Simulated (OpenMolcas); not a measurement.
**CH2N2 (cyanamide) at 6 levels**

Aim: a comparison of 6 runs (HF/3-21G, BLYP/def2-TZVP, SVWN5/def2-TZVP, TPSS/def2-TZVP, r2SCAN/def2-TZVP, MP2/def2-TZVP) of CH2N2 (cyanamide). 

The calculation is run with OpenMolcas 26.06.

## (1) Starting point

CH2N2 has 5 atoms, charge 0, and is taken as a singlet. As SMILES, `N#CN`. One bond was lengthened or shortened from a relaxed shape.

Bond lengths: N1–C2 1.154 Å, C2–N3 1.736 Å, N3–H4 1.009 Å, N3–H5 1.009 Å. Angles: N1–C2–N3 177.4°, C2–N3–H4 115.2°, C2–N3–H5 115.2°, H4–N3–H5 113.6°.

## (2) The energy at HF/3-21G (run 1)

Input file test.inp:

```
&GATEWAY
  BASLIB=$CurrDir
  COORD
  5
  angstrom
  N        0.515226      -1.521827       1.650041
  C        0.284156      -0.775087       0.800881
  N       -0.007960       0.313840      -0.518670
  H       -0.900000       0.205110      -0.976640
  H        0.243420       1.275350      -0.346570
  BASIS=3-21G
  GROUP=NoSym

&SEWARD

&SCF
  THRESHOLDS=1e-10 1e-07 1e-07 1e-05
  PRORBITALS=0
```

The basis set 3-21G is read from a file made from the Basis Set Exchange's data (not shown).

Launch:

```console
$ export MOLCAS_MEM=1860
$ pymolcas test.inp > test.log
```

What it wrote:

```text
--- Start Module: gateway ---
[...]
--- Stop Module: gateway /rc=_RC_ALL_IS_WELL_ ---
--- Start Module: seward ---
[...]
      Basis functions           31
--- Stop Module: seward /rc=_RC_ALL_IS_WELL_ ---
--- Start Module: scf ---
[...]
       Convergence after  15 Iterations
[...]
::    Total SCF energy                               -147.0084792014
[...]
      Total spin, S                                     0.0000000000
[...]
      Total electronic charge=   22.000000
      Total            charge=   -0.000000
[...]
      Dipole Moment (debye):
      Origin of the operator (angstrom)=    0.2344   -0.5884    0.5740
                   X= -1.8723E+00               Y=  3.3445E+00               Z= -2.2834E+00           Total=  4.4615E+00
      Quadrupole Moment (debye*angstrom):
[...]
--- Stop Module: scf /rc=_RC_ALL_IS_WELL_ ---
[...]
```

It took 1.7 s on 1 thread of Arm Neoverse V1, shared host; peak memory 0.37 GiB.

## (3) A single-point energy at BLYP/def2-TZVP (run 2)

Input file mol.inp:

```
* CH2N2 Kohn-Sham DFT
>>> EXPORT MOLCAS_PRINT=2

&GATEWAY
  BasLib
  $CurrDir
  Coord
  5
  angstrom
  N        0.515226      -1.521827       1.650041
  C        0.284156      -0.775087       0.800881
  N       -0.007960       0.313840      -0.518670
  H       -0.900000       0.205110      -0.976640
  H        0.243420       1.275350      -0.346570
  Basis
  def2-TZVP
  Group
  NoSym

&SEWARD
  GridInput
  Grid=UltraFine
  End of Grid

&SCF
  KSDFT
  BLYP
  Thresholds
  1e-10 1e-07 1e-07 1e-05
  PrOrbitals
  1 1
```

The basis set def2-TZVP is read from a file made from the Basis Set Exchange's data (not shown).

Launch:

```console
$ export MOLCAS_MEM=1860
$ pymolcas mol.inp > mol.log
```

What it wrote:

```text
--- Start Module: gateway ---
[...]
--- Stop Module: gateway /rc=_RC_ALL_IS_WELL_ ---
--- Start Module: seward ---
[...]
      Basis functions          105
--- Stop Module: seward /rc=_RC_ALL_IS_WELL_ ---
[...]
--- Start Module: scf ---
[...]
       Convergence after  17 Iterations
[...]
::    Total KS-DFT energy                            -148.7508587898
[...]
      Total spin, S                                     0.0000000000
[...]
      Total electronic charge=   22.000000
      Total            charge=   -0.000000
[...]
      Dipole Moment (debye):
      Origin of the operator (angstrom)=    0.2344   -0.5884    0.5740
                   X= -1.5017E+00               Y=  2.9265E+00               Z= -2.2459E+00           Total=  3.9829E+00
      Quadrupole Moment (debye*angstrom):
[...]
--- Stop Module: scf /rc=_RC_ALL_IS_WELL_ ---
[...]
```

It took 30 s on 1 thread of Arm Neoverse V1, shared host; peak memory 0.6 GiB.

Runs 3 to 5 aren't shown in full; the table further down has their settings and results.

## (4) A single-point energy at MP2/def2-TZVP (run 6)

Input file job.input:

```
&GATEWAY
BasLib=$CurrDir
Coord
5
angstrom
N        0.515226      -1.521827       1.650041
C        0.284156      -0.775087       0.800881
N       -0.007960       0.313840      -0.518670
H       -0.900000       0.205110      -0.976640
H        0.243420       1.275350      -0.346570
Basis=def2-TZVP
Group=NoSym
&SEWARD
&SCF
Thresholds=1e-10 1e-07 1e-07 1e-05
PrOrbitals=1 1
&MBPT2
Frozen=3
```

The basis set def2-TZVP is read from a file made from the Basis Set Exchange's data (not shown).

Launch:

```console
$ export MOLCAS_MEM=1860
$ pymolcas job.input > job.log
```

What it wrote:

```text
--- Start Module: gateway ---
[...]
--- Stop Module: gateway /rc=_RC_ALL_IS_WELL_ ---
[...]
      Basis functions          105
[...]
--- Start Module: scf ---
[...]
       Convergence after  16 Iterations
[...]
::    Total SCF energy                               -147.8930579893
[...]
      Total spin, S                                     0.0000000000
[...]
      Total electronic charge=   22.000000
      Total            charge=   -0.000000
[...]
      Dipole Moment (debye):
      Origin of the operator (angstrom)=    0.2344   -0.5884    0.5740
                   X= -1.6613E+00               Y=  3.3004E+00               Z= -2.5914E+00           Total=  4.5131E+00
      Quadrupole Moment (debye*angstrom):
[...]
--- Stop Module: scf /rc=_RC_ALL_IS_WELL_ ---
[...]
--- Start Module: mbpt2 ---
[...]
WARNING!
Default frozen orbitals as non valence orbitals is overwritten by user input.
Default values:   3
[...]
       Reference weight ( Cref**2 )         =        0.84330
::    Total MBPT2 energy                             -148.4429183072
[...]
      Total MBPT2 calculations                           0.39      0.44
--- Stop Module: mbpt2 /rc=_RC_ALL_IS_WELL_ ---
[...]
```

Run time: 12 s. Hardware: 1 thread of Arm Neoverse V1, shared host; peak memory 0.6 GiB.

## (5) All runs side by side

```csv
run,level,integration grid,frozen core orbitals,energy (Eh),dipole moment (D) of the reference,HOMO energy (eV),LUMO energy (eV),wall time
1,HF/3-21G,–,–,-147.008479,4.46,-11.85,3.74,1.7 s
2,BLYP/def2-TZVP,UltraFine,–,-148.750859,3.98,-6.89,-2.69,30 s
3,SVWN5/def2-TZVP,UltraFine,–,-147.529758,4.04,-7.16,-2.90,24 s
4,TPSS/def2-TZVP,UltraFine,–,-148.802030,3.98,-7.08,-2.51,44 s
5,r2SCAN/def2-TZVP,UltraFine,–,-148.690302,4.06,-7.35,-2.46,45 s
6,MP2/def2-TZVP,–,3,-148.442918,4.51,-12.29,2.07,12 s
```

## (6) Results

| quantity | value |
| --- | --- |
| run 6: total energy | -148.44292 Eh |
| run 6: dipole moment (mean-field density) | 4.51 D |
| run 6: HOMO energy (Hartree–Fock orbitals) | -12.29 eV |
| run 6: LUMO energy (Hartree–Fock orbitals) | 2.07 eV |
| run 6: HOMO–LUMO gap (Hartree–Fock orbitals) | 14.36 eV |
| run 6: correlation energy (3 core orbitals frozen) | -549.9 mEh |

In words: Over runs 1, 2, 3, 4, 5 the dipole moment (its size) runs from 3.98 D (TPSS/def2-TZVP) to 4.46 D (HF/3-21G). The two ends differ in method and basis. Over runs 1, 2, 3, 4, 5 the HOMO–LUMO gap runs from 4.20 eV (BLYP/def2-TZVP) to 15.58 eV (HF/3-21G). Totals of different functionals can't be ranked against each other. All runs together took 2.6 min, the longest 45 s.
